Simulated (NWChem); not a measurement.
System: C cation, doublet

The following NWChem deck was run.

```
start job
memory heap 200 mb stack 900 mb global 1100 mb
charge 1
geometry units angstroms noautoz
  C      0.000000     0.000000     0.000000
end
basis spherical
  C library def2-tzvp
end
dft
  odft
  mult 2
  xc hcth407
  iterations 150
  mulliken
end
task dft energy
```

Output (shortened):

```
             Northwest Computational Chemistry Package (NWChem) 7.3.0
             --------------------------------------------------------

                             Geometry "geometry" -> ""
                             -------------------------

 Output coordinates in angstroms (scale by  1.889725989 to convert to a.u.)

  No.       Tag          Charge          X              Y              Z
 ---- ---------------- ---------- -------------- -------------- --------------
    1 C                    6.0000     0.00000000     0.00000000     0.00000000

 Effective nuclear repulsion energy (a.u.)       0.0000000000

                                 NWChem DFT Module
                                 -----------------

 Summary of "ao basis" -> "ao basis" (spherical)
 ------------------------------------------------------------------------------
       Tag                 Description            Shells   Functions and Types
 ---------------- ------------------------------  ------  ---------------------
 C                         def2-tzvp                11       31   5s3p2d1f

            General Information
            -------------------
          SCF calculation type: DFT
          Wavefunction type:  spin polarized.
          No. of atoms     :     1
          No. of electrons :     5
           Alpha electrons :     3
            Beta electrons :     2
          Charge           :     1
          Spin multiplicity:     2
          Use of symmetry is: off; symmetry adaption is: off
          Maximum number of iterations: 150
          AO basis - number of functions:    31
                     number of shells:    11
          Convergence on energy requested:  1.00D-06
          Convergence on density requested:  1.00D-05
          Convergence on gradient requested:  5.00D-04

              XC Information
              --------------
                      HCTH407 Method XC Functional
                      HCTH407  Exchange Functional  1.000
                   HCTH407  Correlation Functional  1.000

             Grid Information
             ----------------
          Grid used for XC integration:  medium
          Radial quadrature: Mura-Knowles
          Angular quadrature: Lebedev.
          Tag              B.-S. Rad. Rad. Pts. Rad. Cut. Ang. Pts.
          ---              ---------- --------- --------- ---------
          C                   0.70       49           5.0       434
          Grid pruning is: on
          Number of quadrature shells:    49
          Spatial weights used:  Erf1

      Superposition of Atomic Density Guess
      -------------------------------------

 Sum of atomic energies:         -37.67132820

 Renormalizing density from       6.00 to      5

      Non-variational initial energy
      ------------------------------

 Total energy =     -32.916406
 1-e energy   =     -42.019556
 2-e energy   =       9.103150
 HOMO         =      -0.638533
 LUMO         =      -0.638533

     ---------------------------------------------
      Total Density - Mulliken Population Analysis
     ---------------------------------------------

    Atom       Charge   Shell Charges
 -----------   ------   -------------------------------------------------------
    1 C    6     5.00   0.89  1.09  1.01  0.86  0.15  0.51  0.39  0.10  0.00  0.00  0.00

     --------------------------------------------
      Spin Density - Mulliken Population Analysis
     --------------------------------------------

    Atom       Charge   Shell Charges
 -----------   ------   -------------------------------------------------------
    1 C    6     1.00   0.00  0.00  0.00  0.00  0.00  0.51  0.39  0.10 -0.00  0.00  0.00

   convergence    iter        energy       DeltaE   RMS-Dens  Diis-err
 ---------------- ----- ----------------- --------- --------- ---------
 d= 0,ls=0.0,diis     1    -37.4009482790 -3.74D+01  5.14D-03  1.13D-01
                                                     5.09D-03  1.01D-01
 d= 0,ls=0.0,diis     2    -37.4113221654 -1.04D-02  7.80D-04  1.82D-03
                                                     6.89D-04  1.48D-03
 d= 0,ls=0.0,diis     3    -37.4116349613 -3.13D-04  1.30D-04  2.02D-05
                                                     1.94D-04  2.86D-05
 d= 0,ls=0.0,diis     4    -37.4116460922 -1.11D-05  2.62D-05  9.42D-07
                                                     1.80D-05  4.83D-07
 d= 0,ls=0.0,diis     5    -37.4116465113 -4.19D-07  1.40D-06  6.94D-11
                                                     3.69D-07  1.92D-10

         Total DFT energy =      -37.411646511283
      One electron energy =      -47.596297701556
           Coulomb energy =       15.040112228075
    Exchange-Corr. energy =       -4.855461037801
 Nuclear repulsion energy =        0.000000000000

 Numeric. integr. density =        4.999999975664

                    DFT Final Alpha Molecular Orbital Analysis
                    ------------------------------------------

 Vector    1  Occ=1.000000D+00  E=-1.060015D+01
              MO Center= -3.3D-20, -3.3D-17, -3.5D-17, r^2= 2.8D-02
   Bfn.  Coefficient  Atom+Function         Bfn.  Coefficient  Atom+Function
  ----- ------------  ---------------      ----- ------------  ---------------
     2      0.610720  1 C  s                  1      0.465961  1 C  s
     3      0.031604  1 C  s

 Vector    2  Occ=1.000000D+00  E=-9.720251D-01
              MO Center=  2.6D-16, -1.1D-14, -1.6D-15, r^2= 7.0D-01
   Bfn.  Coefficient  Atom+Function         Bfn.  Coefficient  Atom+Function
  ----- ------------  ---------------      ----- ------------  ---------------
     3      0.528384  1 C  s                  4      0.529235  1 C  s
     2     -0.271005  1 C  s                  1     -0.123436  1 C  s
     5      0.067557  1 C  s

 Vector    3  Occ=1.000000D+00  E=-6.699573D-01
              MO Center=  1.0D-15,  1.1D-14, -3.0D-15, r^2= 7.5D-01
   Bfn.  Coefficient  Atom+Function         Bfn.  Coefficient  Atom+Function
  ----- ------------  ---------------      ----- ------------  ---------------
     7      0.568220  1 C  py                10      0.453123  1 C  py
     8     -0.113684  1 C  pz                13      0.103064  1 C  py
    11     -0.090656  1 C  pz                 6      0.034014  1 C  px
     9      0.027126  1 C  px

 Vector    4  Occ=0.000000D+00  E=-6.342820D-01
              MO Center= -1.0D-15, -1.0D-15, -8.1D-16, r^2= 8.0D-01
   Bfn.  Coefficient  Atom+Function         Bfn.  Coefficient  Atom+Function
  ----- ------------  ---------------      ----- ------------  ---------------
     6      0.550239  1 C  px                 9      0.461961  1 C  px
    12      0.131013  1 C  px                 8     -0.073237  1 C  pz
    11     -0.061487  1 C  pz                 7     -0.047592  1 C  py
    10     -0.039954  1 C  py

 Vector    5  Occ=0.000000D+00  E=-6.342733D-01
              MO Center=  1.1D-16, -4.0D-16,  2.9D-15, r^2= 8.0D-01
   Bfn.  Coefficient  Atom+Function         Bfn.  Coefficient  Atom+Function
  ----- ------------  ---------------      ----- ------------  ---------------
     8      0.541392  1 C  pz                11      0.454562  1 C  pz
    14      0.128912  1 C  pz                 7      0.103467  1 C  py
    10      0.086873  1 C  py                 6      0.081008  1 C  px
     9      0.068016  1 C  px

 Vector    6  Occ=0.000000D+00  E=-1.460821D-01
              MO Center= -2.4D-16, -1.2D-14,  1.3D-14, r^2= 3.8D+00
   Bfn.  Coefficient  Atom+Function         Bfn.  Coefficient  Atom+Function
  ----- ------------  ---------------      ----- ------------  ---------------
     5      1.925424  1 C  s                  4     -1.444792  1 C  s
     3     -0.167483  1 C  s                  2      0.124003  1 C  s
     1      0.058091  1 C  s

                     DFT Final Beta Molecular Orbital Analysis
                     -----------------------------------------

 Vector    1  Occ=1.000000D+00  E=-1.058599D+01
              MO Center=  5.8D-18, -1.6D-17, -9.6D-18, r^2= 2.8D-02
   Bfn.  Coefficient  Atom+Function         Bfn.  Coefficient  Atom+Function
  ----- ------------  ---------------      ----- ------------  ---------------
     2      0.611042  1 C  s                  1      0.467067  1 C  s
     3      0.026927  1 C  s

 Vector    2  Occ=1.000000D+00  E=-9.102130D-01
              MO Center=  9.9D-16, -6.7D-16, -1.6D-15, r^2= 7.5D-01
   Bfn.  Coefficient  Atom+Function         Bfn.  Coefficient  Atom+Function
  ----- ------------  ---------------      ----- ------------  ---------------
     4      0.530809  1 C  s                  3      0.487964  1 C  s
     2     -0.260850  1 C  s                  1     -0.119268  1 C  s
     5      0.108180  1 C  s

 Vector    3  Occ=0.000000D+00  E=-6.043526D-01
              MO Center= -5.0D-16, -3.8D-17,  1.2D-15, r^2= 8.5D-01
   Bfn.  Coefficient  Atom+Function         Bfn.  Coefficient  Atom+Function
  ----- ------------  ---------------      ----- ------------  ---------------
     8      0.503077  1 C  pz                11      0.442597  1 C  pz
    14      0.149228  1 C  pz                 6     -0.146420  1 C  px
     9     -0.128817  1 C  px                 7      0.109430  1 C  py
    10      0.096274  1 C  py                12     -0.043433  1 C  px
    13      0.032460  1 C  py

 Vector    4  Occ=0.000000D+00  E=-6.043524D-01
              MO Center=  6.9D-16,  9.4D-17, -4.8D-16, r^2= 8.5D-01
   Bfn.  Coefficient  Atom+Function         Bfn.  Coefficient  Atom+Function
  ----- ------------  ---------------      ----- ------------  ---------------
     6      0.513883  1 C  px                 9      0.452104  1 C  px
    12      0.152434  1 C  px                 8      0.149746  1 C  pz
    11      0.131743  1 C  pz                14      0.044419  1 C  pz

 Vector    5  Occ=0.000000D+00  E=-5.467781D-01
              MO Center=  4.6D-16, -1.6D-15,  4.4D-17, r^2= 9.8D-01
   Bfn.  Coefficient  Atom+Function         Bfn.  Coefficient  Atom+Function
  ----- ------------  ---------------      ----- ------------  ---------------
     7      0.496667  1 C  py                10      0.435581  1 C  py
    13      0.226670  1 C  py                 8     -0.099374  1 C  pz
    11     -0.087151  1 C  pz                14     -0.045352  1 C  pz
     6      0.029760  1 C  px                 9      0.026100  1 C  px

     ---------------------------------------------
      Total Density - Mulliken Population Analysis
     ---------------------------------------------

    Atom       Charge   Shell Charges
 -----------   ------   -------------------------------------------------------
    1 C    6     5.00   0.87  1.10  0.89  1.00  0.14  0.52  0.42  0.06  0.00  0.00  0.00

     --------------------------------------------
      Spin Density - Mulliken Population Analysis
     --------------------------------------------

    Atom       Charge   Shell Charges
 -----------   ------   -------------------------------------------------------
    1 C    6     1.00   0.00 -0.00  0.04 -0.01 -0.03  0.52  0.42  0.06 -0.00 -0.00  0.00

     -------------------------------------------
      Total Density - Lowdin Population Analysis
     -------------------------------------------

    Atom       Charge   Shell Charges
 -----------   ------   -------------------------------------------------------
    1 C    6     5.00   0.93  1.05  0.81  0.84  0.37  0.50  0.40  0.10  0.00  0.00  0.00

     ------------------------------------------
      Spin Density - Lowdin Population Analysis
     ------------------------------------------

    Atom       Charge   Shell Charges
 -----------   ------   -------------------------------------------------------
    1 C    6     1.00   0.00  0.00  0.03 -0.00 -0.02  0.50  0.40  0.10 -0.00 -0.00  0.00

   alpha - beta orbital overlaps
   -----------------------------

   alpha      1      2      3      4      5      6      7      8      9     10
    beta      1      2      5      4      3      6      9      8      7     13
 overlap   1.000  0.999  0.992  0.911  0.911  0.997  0.993  0.992  0.992  0.999

   alpha     11     12     13     14     15     16     17     18     19     20
    beta     12     14     11     10     15     18     17     16     21     22
 overlap   0.999  0.997  0.988  0.988  0.999  1.000  0.981  0.981  0.967  0.967

   alpha     21     22     23     24     25     26     27     28     29     30
    beta     25     24     23     20     19     29     28     30     27     26
 overlap   1.000  0.990  0.990  0.999  0.999  0.992  0.992  0.999  0.969  0.969

   alpha     31
    beta     31
 overlap   1.000

     --------------------------
     Expectation value of S2:
     --------------------------
      <S2> =      0.7528 (Exact =     0.7500)
```

Level: HCTH/407/def2-TZVP, spin-unrestricted. The open p shell is one determinant without spherical averaging. No stability test was run on the SCF state.
